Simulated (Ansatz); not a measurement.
**AlF₂ radical: an energy map over two coordinates**

Aim: map the energy of AlF₂, SMILES [F][Al][F], spin multiplicity 2 over two coordinates, and find its wells, ridges and stiffness.

Program: Ansatz 0.2.0. Level of theory: UKS r2SCAN0-D4/def2-TZVP. These are calculated values, not measurements.

### 1 The starting structure

SMILES `[F][Al][F]`, 3 atoms, charge 0, spin multiplicity 2.

Atoms are counted from 1 here; the program's logs count them from 0.

Bond lengths: F1–Al2 1.678 Å, Al2–F3 1.678 Å. Angles: F1–Al2–F3 120.1°.

Coordinates:

```
atom    x (Å)    y (Å)    z (Å)
  F1   0.5463  -1.3888   0.1405
 Al2   0.3937   0.2792   0.2484
  F3  -0.9509   1.0448  -0.4021
```

### 3 Plan of the scan

The axes are (1) angle F1–Al2–F3 (carried through 180): 9 values from 100.8 to 259.2 °; (2) change of the bonds Al2–F1, Al2–F3, all alike: 9 values from −0.180 to 0.278 Å.

Nothing else is relaxed (all other coordinates rigid). Energies count from the relaxed molecule at the same level. Points are written as (first, second).

(The set-up runs are not shown.)

### 4 Point (199.8°, −0.123 Å)

Contents of input.yaml:

```yaml
crystal:
  periodic: [false, false, false]
  atoms:
    - { symbol: F, position_ang: [1.344063, -0.830725, 0.642871] }
    - { symbol: Al, position_ang: [0.391135, 0.277269, 0.246803] }
    - { symbol: F, position_ang: [-0.191606, 1.665517, 0.086297] }
magnetization:
  spin_polarized: true
  initial_magnetization: 1
basis:
  gaussian: { orbitals: def2-TZVP }
hamiltonian:
  xc: { name: r2SCAN0 }
  dispersion: d4
output:
  forces: true
```

Launch:

```sh
ansatz run input.yaml --threads 1 --pin off --max-ram 2560MiB --backend cpu --events-out ev --progress --plain --runs-dir out
```

The session goes on with these runs: all other points of the grid.

Q: Predict the outcome of this session. Wanted: lowest point; highest computed point; dipole moment; largest force on an atom.

The runs gave:

| quantity | value |
| --- | --- |
| lowest point | (120.6°, −0.008 Å), 0.32 kJ/mol |
| highest computed point | (180.0°, −0.180 Å), 209 kJ/mol above the lowest |
| dipole moment (D) | 0.00 at (180.0°, −0.180 Å) to 4.54 at (100.8°, 0.278 Å); 1.70 at the lowest point |
| largest force on an atom (eV/Å) | 0.3 at (120.6°, −0.008 Å) to 10.5 at (100.8°, −0.180 Å); 0.3 at the lowest point |
| time for the whole task | 7.9 min on 1 thread, shared host |

**Reading.** The lowest computed point is at (120.6°, −0.008 Å), 0.32 kJ/mol from the relaxed molecule at the same level; the map holds 2 wells of about this depth. The grid is coarse, so the true minimum lies between grid points and may sit elsewhere than the lowest one. It is the only kind of minimum in the scanned range. The highest computed point, (180.0°, −0.180 Å), lies 209 kJ/mol above the lowest. On the interpolated surface the easiest way out of the lowest well to a well of the same energy at (239.4°, −0.008 Å) passes a barrier of about 70 kJ/mol. Round the minimum the two coordinates are nearly uncoupled.
